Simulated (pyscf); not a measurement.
## Four-centre exchange: `[F][Ta]([F])([F])([F])[F]` + `[ClH]` → `[FH]` + `[F][Ta]([F])([F])([F])[Cl]`

Gas phase, singlet surface, charge 0. Bonds broken: F1–Ta2, Cl7–H8. Bonds formed: F1–H8, Ta2–Cl7. Structures and frequencies: ωB97X-D3(BJ)/def2-SVP in PySCF.

Transition state (Å):

```xyz
8

F     -0.5798     0.7107     1.7052
Ta    -0.0555    -0.1089    -0.1292
F      0.9919     1.3024    -0.6990
F     -1.6517     0.6753    -0.7221
F      0.0290    -1.3217    -1.5199
F      1.3322    -0.9133     0.8413
Cl    -1.5923    -1.6297     1.2653
H     -1.2097    -0.2916     1.8938
```

One imaginary mode, 675i cm⁻¹; descent along it reached the two sides named, in the forms told below.

```
bond     change  reactant side (Å)  saddle  product side
-------  ------  -----------------  ------  ------------
F1–Ta2   breaks              1.891   2.077         2.324
Cl7–H8   breaks              1.291   1.527         2.391
F1–H8     forms              2.422   1.199         0.941
Ta2–Cl7   forms                2.8   2.573         2.364
```

Electronic energies relative to the separated reactants (kcal/mol):

```csv
level,barrier,reaction energy,reverse barrier
ωB97X-D3(BJ)/def2-TZVP,1.4,+4.0,-2.7
PBE/def2-TZVP,3.9,+7.3,-3.4
r²SCAN/def2-TZVP,2.2,+7.4,-5.2
B3LYP-D3(BJ)/def2-TZVP,5.4,+6.9,-1.5
PBE0-D3(BJ)/def2-TZVP,3.3,+5.6,-2.2
M06-2X/def2-TZVP,2.1,+4.8,-2.7
ωB97M-D3(BJ)/def2-TZVP,5.9,+7.9,-2.0
HF/def2-TZVP,18.8,+8.4,10.4
```

With ωB97M-D3(BJ)/def2-TZVP energies and thermal terms (ideal gas, 1 atm, RRHO with modes under 100 cm⁻¹ raised to 100, one conformer, R ln 2 for rigid chiral ones), in kcal/mol:

| T (K) | ΔH‡ | ΔG‡ | ΔH | ΔG |
|---|---|---|---|---|
| 298 | 5.0 | 15.0 | +9.1 | +8.8 |
| 600 | 4.9 | 25.3 | +9.3 | +8.5 |
| 900 | 5.3 | 35.4 | +9.3 | +8.0 |
| 1200 | 5.8 | 45.3 | +9.2 | +7.6 |

On the reactant side the descent ends in an adduct with a Cl–Ta contact, 10.5 kcal/mol under the separated species and 11.9 kcal/mol under the saddle at ωB97X-D3(BJ)/def2-TZVP. On the product side the descent ends in an adduct with a F–Ta contact, 10.7 kcal/mol under the separated species and 8.0 kcal/mol under the saddle at ωB97X-D3(BJ)/def2-TZVP. At ωB97X-D3(BJ), PBE, r²SCAN, B3LYP-D3(BJ), PBE0-D3(BJ), M06-2X, ωB97M-D3(BJ) the saddle lies under the separated products, which points to a path from their complex (located at ωB97X-D3(BJ) alone), and parting the products costs more than the saddle. What is counted as formed (Cl–Ta) is already present as a longer contact in the reactant adduct; forming that adduct is a step of its own. What is counted as broken (F–Ta) persists as a longer contact in the product adduct; parting that adduct is a step of its own. This is the saddle that the search found; another between the same sides may lie lower. Elements past Kr carry the def2 core potentials, without spin-orbit coupling.
